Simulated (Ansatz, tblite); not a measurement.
**The cluster ReO2−: isomers from a random search**

An exercise on one series of results from a longer session: the logs are not shown, and one member is left open.

Method: relaxed with PBE-D4/def2-TZVPD, singlet; program: Ansatz 0.2.0, Gaussian basis.

**Where the work starts**

3 atoms, charge -1, spin multiplicity 1.

Atoms are counted from 1 here; the program's logs count them from 0.

Bond lengths: Re1–O2 1.653 Å, Re1–O3 1.653 Å. Angles: O2–Re1–O3 180.0°.

Re takes a core potential in the def2 sets. No spin-orbit coupling is included. The ion is computed in the gas phase, without counter-ions or solvent.

A search from random starts with GFN2-xTB found 3 distinct shapes; 2 go on here. The structure above is candidate A, which lies 0.00 eV above the lowest at that level; B lies 6.34 eV above the lowest at that level.

The first run:

The input, in.yaml:

```yaml
crystal:
  periodic: [false, false, false]
  atoms:
    - {symbol: Re, position_ang: [0.000410, 0.000020, 0.000060]}
    - {symbol: O, position_ang: [0.076280, 1.640120, -0.190600]}
    - {symbol: O, position_ang: [-0.076690, -1.640140, 0.190540]}
basis:
  gaussian: {orbitals: def2-TZVPD}
total_charge: -1
hamiltonian: {xc: pbe, dispersion: d4}
scf: {lower_state_search: "off"}
output: {orbitals: {seedname: orbitals}}
relax: {f_tol: 0.02, max_steps: 100}
```

The run is started by

```
$ ansatz run in.yaml --threads 4 --pin off --events-out ev --progress --plain --max-ram 3916MiB
```

Among the steps run: Relaxing candidate A; Relaxing candidate B; Candidate B, PBE0-D4/def2-TZVPD; Candidate B, PBE-D4/def2-TZVPD; Candidate B, r2SCAN-D4/def2-TZVPD; Candidate B, ωB97X-V/def2-TZVPD; Candidate B, B97M-V/def2-TZVPD; Candidate B, CCSD(T)/def2-TZVPPD.

One of the session's tables, all rows but one given; the rest of the session is left out.

It belongs to the step «B against A». 

| level | B above A (kcal/mol) |
| --- | --- |
| GFN1-xTB | +146.9 |
| GFN2-xTB | +115.3 |
| HF/def2-TZVPPD | +130.1 |
| PBE-D4/def2-TZVPD | +145.3 |
| r2SCAN-D4/def2-TZVPD | +149.0 |
| B97M-V/def2-TZVPD | +142.6 |
| PBE0-D4/def2-TZVPD | +143.0 |
| ωB97X-V/def2-TZVPD | +144.3 |
| MP2/def2-TZVPPD | +174.1 |
| CCSD/def2-TZVPPD | +145.1 |
| CCSD(T)/def2-TZVPPD | ? |

Estimate the missing values for CCSD(T)/def2-TZVPPD.

**Answer.** B above A (kcal/mol): +149.1. In the column «B above A (kcal/mol)» it lies between r2SCAN-D4/def2-TZVPD (+149.0) and MP2/def2-TZVPPD (+174.1).

CCSD(T)/def2-TZVPPD is no safe reference here (restricted state is unstable towards broken spin symmetry).

Limits of these values: The search was small, so a lower isomer may exist. Only singlets are compared; another spin may lie lower and prefer another shape. The anion's highest level is positive in at least one run, so there the basis alone may hold the extra electron.
